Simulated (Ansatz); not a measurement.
The same path of AlClFH3 (6 atoms, charge 0, multiplicity 1) was run twice with different band settings. Lost on the way: F5–H6. Made: Cl2–H6.

Level of theory: Ansatz, RKS PBE-D4/6-31G*.

Relaxed end points:

```xyz
6
Properties=species:S:1:pos:R:3
Al 0.010 -0.096 0.069
Cl 0.007 0.255 2.266
H 1.428 0.153 -0.610
H -1.424 0.074 -0.602
F 0.065 -2.005 0.672
H 0.059 -1.678 1.615
```

```xyz
6
Properties=species:S:1:pos:R:3
Al 0.013 -0.368 -0.165
Cl 0.024 -0.014 2.410
H 1.426 0.218 -0.610
H -1.429 0.135 -0.619
F 0.058 -1.987 0.448
H 0.054 -1.280 1.946
```

Common settings: spring 5.0 eV/Å²; optimiser quadratic models (default); start path through a guess of the saddle point; force threshold 0.03 eV/Å; iteration limit 60; end points relaxed.

| run | movable images | climbing image |
| --- | --- | --- |
| 1 | 9 | yes |
| 2 | 6 | no |

What does each run give, and how far can it be trusted?

Run 1: converged after 5 iterations, highest image 0.125 eV above the first end. A vibrational analysis at the climbing image gives one clearly imaginary mode, 260i cm⁻¹: a first-order saddle point.
Run 2: converged after 5 iterations, highest image 0.123 eV above the first end. No image climbed, so the highest image needn't sit at the top of the path.
The orbitals stay closed-shell, which can raise the energy where a bond breaks towards radicals; this wasn't checked here.
